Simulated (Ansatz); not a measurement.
**Nudged elastic band run: ClH$_{5}$Si**

Input file:

```yaml
crystal:
  periodic: [false, false, false]
  atoms:
    - { symbol: Si, position_ang: [0.40819, -1.0e-06, -0.274086] }
    - { symbol: H, position_ang: [-0.10529, -3.0e-06, 1.121051] }
    - { symbol: H, position_ang: [1.887688, 3.0e-06, -0.233344] }
    - { symbol: H, position_ang: [-0.082985, 1.211741, -0.96554] }
    - { symbol: H, position_ang: [-0.082981, -1.211743, -0.965542] }
    - { symbol: Cl, position_ang: [-3.267602, 2.0e-06, 2.29705] }
    - { symbol: H, position_ang: [-2.015721, 2.0e-06, 2.009611] }
basis:
  gaussian: { orbitals: def2-TZVP }
hamiltonian:
  xc: b3lyp
neb:
  order_check: false
  images: 7
  f_tol: 0.03
  max_iterations: 60
  final_atoms:
    - { symbol: Si, position_ang: [-0.27755235, -8.0e-08, -0.94929367] }
    - { symbol: H, position_ang: [-0.4141337, -2.6e-07, 4.02851642] }
    - { symbol: H, position_ang: [0.73537637, 1.71e-06, 0.12478202] }
    - { symbol: H, position_ang: [-0.14879677, 1.21262421, -1.78120972] }
    - { symbol: H, position_ang: [-0.14879438, -1.21262379, -1.78121084] }
    - { symbol: Cl, position_ang: [-2.15425705, 3.87e-06, -0.07843901] }
    - { symbol: H, position_ang: [-0.85054312, -4.67e-06, 3.4260548] }
  initial_path:
    images:
      - { positions_ang: [[0.40819, -1.0e-06, -0.274086], [-0.10529, -3.0e-06, 1.121051], [1.887688, 3.0e-06, -0.233344], [-0.082985, 1.211741, -0.96554], [-0.082981, -1.211743, -0.965542], [-3.267602, 2.0e-06, 2.29705], [-2.015721, 2.0e-06, 2.009611]] }
      - { positions_ang: [[0.31242385, -6.6e-07, -0.19828374], [-0.10022475, -2.28e-06, 1.29973025], [1.77300672, 2.44e-06, -0.26810434], [-0.2201664, 1.20665583, -0.84866201], [-0.22016327, -1.20665717, -0.84866365], [-3.03150905, 1.42e-06, 1.88617811], [-1.7720681, 1.42e-06, 1.96700536]] }
      - { positions_ang: [[0.21665769, -3.3e-07, -0.12248147], [-0.09515951, -1.55e-06, 1.4784095], [1.65832544, 1.87e-06, -0.30286467], [-0.3573478, 1.20157066, -0.73178402], [-0.35734554, -1.20157134, -0.7317853], [-2.79541609, 8.4e-07, 1.47530622], [-1.52841519, 8.4e-07, 1.92439973]] }
      - { positions_ang: [[0.12089154, 1.0e-08, -0.04667921], [-0.09009426, -8.3e-07, 1.65708876], [1.54364416, 1.31e-06, -0.33762501], [-0.4945292, 1.19648549, -0.61490602], [-0.49452781, -1.19648551, -0.61490694], [-2.55932314, 2.6e-07, 1.06443433], [-1.28476229, 2.6e-07, 1.88179409]] }
      - { positions_ang: [[0.02512539, 3.4e-07, 0.02912305], [-0.08502902, -1.0e-07, 1.83576801], [1.42896288, 7.5e-07, -0.37238534], [-0.6317106, 1.19140032, -0.49802803], [-0.63171008, -1.19139968, -0.49802859], [-2.32323018, -3.2e-07, 0.65356245], [-1.04110939, -3.2e-07, 1.83918846]] }
      - { positions_ang: [[-0.05054405, 2.4e-07, -0.21548113], [-0.16730519, -1.4e-07, 2.38395511], [1.25556625, 9.9e-07, -0.2480935], [-0.51098214, 1.1967063, -0.81882345], [-0.51098115, -1.1967057, -0.81882415], [-2.2809869, 7.3e-07, 0.47056208], [-0.99346782, -1.4e-06, 2.23590504]] }
      - { positions_ang: [[-0.12621348, 1.3e-07, -0.46008531], [-0.24958136, -1.8e-07, 2.93214222], [1.08216962, 1.23e-06, -0.12380166], [-0.39025369, 1.20201227, -1.13961888], [-0.39025223, -1.20201173, -1.13961971], [-2.23874361, 1.77e-06, 0.28756172], [-0.94582625, -2.49e-06, 2.63262163]] }
      - { positions_ang: [[-0.20188292, 3.0e-08, -0.70468949], [-0.33185753, -2.2e-07, 3.48032932], [0.908773, 1.47e-06, 0.00049018], [-0.26952523, 1.20731824, -1.4604143], [-0.2695233, -1.20731776, -1.46041528], [-2.19650033, 2.82e-06, 0.10456135], [-0.89818469, -3.58e-06, 3.02933822]] }
      - { positions_ang: [[-0.27755235, -8.0e-08, -0.94929367], [-0.4141337, -2.6e-07, 4.02851642], [0.73537637, 1.71e-06, 0.12478202], [-0.14879677, 1.21262421, -1.78120972], [-0.14879438, -1.21262379, -1.78121084], [-2.15425705, 3.87e-06, -0.07843901], [-0.85054312, -4.67e-06, 3.4260548]] }
```

Command:

```bash
$ ansatz run input.yaml --threads 2 --pin off --max-ram 3072MiB --backend cpu --events-out ev --progress --plain --runs-dir out
```

Output, in part (warnings, iteration lines, the closing report on the highest movable image, with atoms numbered from 0):

```
NEB end point (image 0): max|allowed force component| = 2.921e-2 eV/Å (the criterion of neb.relax_end_points is 1.000e-2)
NEB end point (image 8): max|allowed force component| = 1.106e-2 eV/Å (the criterion of neb.relax_end_points is 1.000e-2)
NEB iter   1: max|band force component| = 8.070e0 eV/Å  barrier→ = 2.8173 eV  barrier← = 3.5005 eV  Δτ_max = 0.2000 Å  (208 SCF iters)
NEB iter   2: max|band force component| = 3.524e0 eV/Å  barrier→ = 2.1180 eV  barrier← = 2.8011 eV  Δτ_max = 0.2000 Å  (197 SCF iters)
NEB iter   3: max|band force component| = 1.669e0 eV/Å  barrier→ = 1.4836 eV  barrier← = 2.1668 eV  Δτ_max = 0.2000 Å  (185 SCF iters)
NEB iter   4: max|band force component| = 1.251e0 eV/Å  barrier→ = 1.5215 eV  barrier← = 2.2046 eV  Δτ_max = 0.1995 Å  (191 SCF iters)
NEB iter   5: max|band force component| = 6.588e-1 eV/Å  barrier→ = 1.5803 eV  barrier← = 2.2634 eV  Δτ_max = 0.0712 Å  (182 SCF iters)
NEB iter   6: max|band force component| = 1.226e0 eV/Å  barrier→ = 1.5807 eV  barrier← = 2.2638 eV  CI = image 3  Δτ_max = 0.2000 Å  (177 SCF iters)
NEB iter   7: max|band force component| = 6.161e-1 eV/Å  barrier→ = 1.7796 eV  barrier← = 2.4627 eV  CI = image 3  Δτ_max = 0.1021 Å  (187 SCF iters)
NEB iter   8: max|band force component| = 2.790e-1 eV/Å  barrier→ = 1.7068 eV  barrier← = 2.3899 eV  CI = image 3  Δτ_max = 0.0363 Å  (187 SCF iters)
NEB iter   9: max|band force component| = 2.227e-1 eV/Å  barrier→ = 1.6933 eV  barrier← = 2.3765 eV  CI = image 3  Δτ_max = 0.0498 Å  (182 SCF iters)
NEB iter  10: max|band force component| = 1.397e-1 eV/Å  barrier→ = 1.6885 eV  barrier← = 2.3717 eV  CI = image 3  Δτ_max = 0.0254 Å  (190 SCF iters)
NEB iter  11: max|band force component| = 6.676e-2 eV/Å  barrier→ = 1.6878 eV  barrier← = 2.3710 eV  CI = image 3  Δτ_max = 0.0146 Å  (166 SCF iters)
NEB iter  12: max|band force component| = 3.210e-2 eV/Å  barrier→ = 1.6877 eV  barrier← = 2.3709 eV  CI = image 3  Δτ_max = 0.2000 Å  (146 SCF iters)
NEB iter  13: max|band force component| = 1.241e1 eV/Å  barrier→ = 1.8364 eV  barrier← = 2.5196 eV  CI = image 2  Δτ_max = 0.1001 Å  (156 SCF iters)
NEB iter  14: max|band force component| = 9.939e0 eV/Å  barrier→ = 1.5869 eV  barrier← = 2.2701 eV  CI = image 3  Δτ_max = 0.1668 Å  (186 SCF iters)
NEB iter  15: max|band force component| = 1.773e0 eV/Å  barrier→ = 1.6877 eV  barrier← = 2.3708 eV  CI = image 3  Δτ_max = 0.1888 Å  (186 SCF iters)
NEB iter  16: max|band force component| = 1.201e0 eV/Å  barrier→ = 1.6877 eV  barrier← = 2.3708 eV  CI = image 3  Δτ_max = 0.0733 Å  (141 SCF iters)
NEB iter  17: max|band force component| = 2.599e-1 eV/Å  barrier→ = 1.6877 eV  barrier← = 2.3708 eV  CI = image 3  Δτ_max = 0.0927 Å  (141 SCF iters)
NEB iter  18: max|band force component| = 1.226e-1 eV/Å  barrier→ = 1.6877 eV  barrier← = 2.3708 eV  CI = image 3  Δτ_max = 0.1889 Å  (134 SCF iters)
NEB iter  19: max|band force component| = 1.824e0 eV/Å  barrier→ = 1.6877 eV  barrier← = 2.3708 eV  CI = image 3  Δτ_max = 0.1022 Å  (135 SCF iters)
NEB iter  20: max|band force component| = 3.307e-1 eV/Å  barrier→ = 1.6877 eV  barrier← = 2.3708 eV  CI = image 3  Δτ_max = 0.0699 Å  (128 SCF iters)
NEB iter  21: max|band force component| = 2.088e-1 eV/Å  barrier→ = 1.6877 eV  barrier← = 2.3708 eV  CI = image 3  Δτ_max = 0.0079 Å  (121 SCF iters)
NEB iter  22: max|band force component| = 1.102e-1 eV/Å  barrier→ = 1.6877 eV  barrier← = 2.3708 eV  CI = image 3  Δτ_max = 0.0044 Å  (104 SCF iters)
NEB iter  23: max|band force component| = 3.065e-2 eV/Å  barrier→ = 1.6877 eV  barrier← = 2.3708 eV  CI = image 3  Δτ_max = 0.0010 Å  (97 SCF iters)
NEB iter  24: max|band force component| = 1.196e-2 eV/Å  barrier→ = 1.6877 eV  barrier← = 2.3708 eV  CI = image 3  Δτ_max = 0.0000 Å  (263 SCF iters)
Total energy: -20481.74212383 eV, -752.6901400272 hartree
Atom 0 at    -0.170743     0.000000    -0.041200 Å, force    -0.000041    -0.000000    -0.000016 eV/Å
Atom 1 at     0.023911    -0.000001     1.662736 Å, force     0.000007     0.000000     0.000005 eV/Å
Atom 2 at     1.319230     0.000001     0.035535 Å, force     0.000026    -0.000000    -0.000000 eV/Å
Atom 3 at    -0.537876     1.283512    -0.648863 Å, force     0.000005    -0.000010     0.000006 eV/Å
Atom 4 at    -0.537875    -1.283511    -0.648863 Å, force     0.000005     0.000010     0.000006 eV/Å
Atom 5 at    -2.494506     0.000001     0.988594 Å, force     0.000007    -0.000000    -0.000002 eV/Å
Atom 6 at    -0.860843    -0.000001     1.641260 Å, force    -0.000009     0.000000     0.000001 eV/Å
Dipole moment:     0.646434    -0.000000    -0.088345 e Å
```

It converged. Neighbouring images differ by up to 1.4 eV, so the band resolves the path poorly. A vibrational analysis at the climbing image gives one clearly imaginary mode, 881i cm⁻¹: a first-order saddle point. The orbitals stay closed-shell, which can raise the energy where a bond breaks towards radicals; this wasn't checked here.

Final band (atoms are numbered from 1 in the order of the input):

```
image  path coordinate (Å)  energy (kcal/mol)  Si1–H2 (Å)  Cl6–H7 (Å)  Si1–Cl6 (Å)
    0                 0.00                0.0        1.49        1.28         4.49
    1                 0.89                0.4        1.49        1.29         3.93
    2                 1.79                6.9        1.50        1.31         3.14
    3                 2.68               38.9        1.72        1.76         2.54
    4                 3.47               15.0        2.23        2.11         2.18
    5                 4.25               -7.8        2.82        2.42         2.08
    6                 5.04              -14.7        3.51        2.88         2.07
    7                 5.83              -15.7        4.27        3.30         2.07
    8                 6.61              -15.8        4.98        3.74         2.07
```

Run time: 5.7 min on 2 threads of Arm Neoverse N1 (shared host), peak memory 0.17 GiB.
